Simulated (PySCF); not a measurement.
Level of theory and bond dissociation enthalpies: allene

Structure: `C=C=C` (C3H4). Coordinates in Å; atoms count from 1 in this order:
```
C     1.3086    0.0129   -0.0085
C     0.0010    0.0012   -0.0074
C    -1.3067   -0.0106   -0.0062
H     1.8807   -0.6503   -0.6657
H     1.8697    0.6861    0.6478
H    -1.8799    0.6410   -0.6738
H    -1.8666   -0.6725    0.6627
```

All levels share the PBE0-D3(BJ)/def2-SVP structures and the PBE0-D3(BJ)/def2-SVP thermal terms; only the single-point energies (PySCF) change. Values are bond dissociation enthalpies (298 K, kJ/mol).

```
                           level  C1–H  abs. error   time
                    HF/def2-TZVP   265       114.6  1.7 s
r2SCAN-D3(BJ)/def2-TZVP (grid 3)   363        16.7   19 s
        M06-L/def2-TZVP (grid 3)   366        13.7   18 s
          PBE0-D3(BJ)/def2-SV(P)   366        13.6  2.3 s
               LC-ωPBE/def2-TZVP   367        12.5  9.9 s
                 HSE06/def2-TZVP   368        11.4   12 s
          M06/def2-TZVP (grid 3)   368        10.9   16 s
             BHandHLYP/def2-TZVP   369        10.7  5.2 s
          PBE0-D3(BJ)/def2-TZVPD   371         8.5    8 s
        PBE0-D3(BJ)/ma-def2-TZVP   371         8.5  6.5 s
           PBE0-D3(BJ)/def2-TZVP   371         8.4      –
           PBE0-D3(BJ)/6-311+G**   371         8.4  3.6 s
         PBE0-D3(BJ)/aug-cc-pVTZ   371         8.2   17 s
           BLYP-D3(BJ)/def2-TZVP   371         8.2  8.3 s
             PBE0-D3(BJ)/pcseg-2   371         8.1    7 s
            PBE0-D3(BJ)/def2-SVP   371         8.0  2.5 s
     PBE0-D3(BJ)/jun-cc-pV(T+d)Z   371         8.0   10 s
             PBE0-D3(BJ)/cc-pVDZ   371         7.9  2.5 s
         PBE0-D3(BJ)/aug-cc-pVDZ   372         7.8  4.6 s
             PBE0-D3(BJ)/cc-pVTZ   372         7.7  7.6 s
         PBE0-D3(BJ)/ma-def2-SVP   372         7.7    3 s
          PBE0-D3(BJ)/def2-TZVPP   372         7.7  7.4 s
            PBE-D3(BJ)/def2-TZVP   372         7.2  8.8 s
                 B97-2/def2-TZVP   372         6.9  5.4 s
     PBE0-D3(BJ)/6-311++G(2d,2p)   373         6.6  5.2 s
           PBE0-D3(BJ)/def2-SVPD   373         6.6    4 s
             PBE0-D3(BJ)/pcseg-1   373         6.4  2.5 s
         PBE0-D3(BJ)/aug-pcseg-1   374         5.5  4.4 s
                  OPBE/def2-TZVP   374         4.9  9.2 s
             PBE0-D3(BJ)/6-31+G*   375         4.5  2.6 s
               PBE0-D3(BJ)/6-31G   375         4.5  1.7 s
              PBE0-D3(BJ)/6-31G*   377         2.6    2 s
          B3LYP-D3(BJ)/def2-TZVP   377         2.5  5.5 s
      CAM-B3LYP-D3(BJ)/def2-TZVP   378         1.7  6.5 s
  TPSS-D3(BJ)/def2-TZVP (grid 3)   379         0.6   19 s
 TPSSh-D3(BJ)/def2-TZVP (grid 3)   379         0.5   17 s
          ωB97X-D3(BJ)/def2-TZVP   380         0.9  6.2 s
       M06-2X/def2-TZVP (grid 3)   382         3.1   15 s
           BP86-D3(BJ)/def2-TZVP   383         3.6  8.5 s
 ωB97M-D3(BJ)/def2-TZVP (grid 3)   383         3.8   15 s
                   LDA/def2-TZVP   418        39.0  6.7 s
                      ATcT 1.112   379
```

Times are wall times for all single points of a level on 1 thread of Arm Neoverse V1, a shared host; the dash marks the run that also made the structures. BLYP, BP86, HSE06, LC-ωPBE, LDA, M06-L, OPBE, PBE, TPSS, r2SCAN ran on a slower path of this set-up, which computes the density-fitting integrals anew in every SCF cycle while the other levels store them. So the times needn't show the usual order of cost, and those levels read slower than they are.

Hartree-Fock leaves out electron correlation, so its bond energies come out too low, often by 100 kJ/mol or more.

The spread: 154 kJ/mol, from 265 to 418.

Differences come from unrounded values, so a last digit can differ from that of the printed terms.
